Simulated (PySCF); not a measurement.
Method: PySCF energies plus ideal-gas RRHO corrections (1 bar). The comparison is the NASA 1993 polynomial table, which mixes measured and estimated data. 6-31G* has spherical d functions here. Open shells (unrestricted): HO₂ (multiplicity 2). B3LYP is the form with VWN-RPA correlation. The harmonic model lacks anharmonicity and excited electronic states, which grow with temperature; levels with a mode under 35 cm⁻¹ are left out. The table's entry may be an old estimate for HO₂ (not checked at source).

Harmonic frequencies at B3LYP/6-31G* (cm⁻¹): 1175, 1457, 3522. Point group Cs; S°(298 K) = 229.0 J/mol/K at this level.

Task: Work out Cp and S° of gaseous HO₂ at 500, 800, 1200, 1600, 2000 K from these, and set them beside the table.

Result: 
| T (K) | Cp B3LYP/6-31G* | Cp table | S° B3LYP/6-31G* | S° table |
|---|---|---|---|---|
| 500 | 39.0 | 39.6 | 247.9 | 248.2 |
| 800 | 44.5 | 45.1 | 267.5 | 268.2 |
| 1200 | 49.0 | 49.6 | 286.5 | 287.3 |
| 1600 | 51.9 | 53.0 | 301.0 | 302.1 |
| 2000 | 53.7 | 55.8 | 312.8 | 314.2 |
Units J/mol/K.
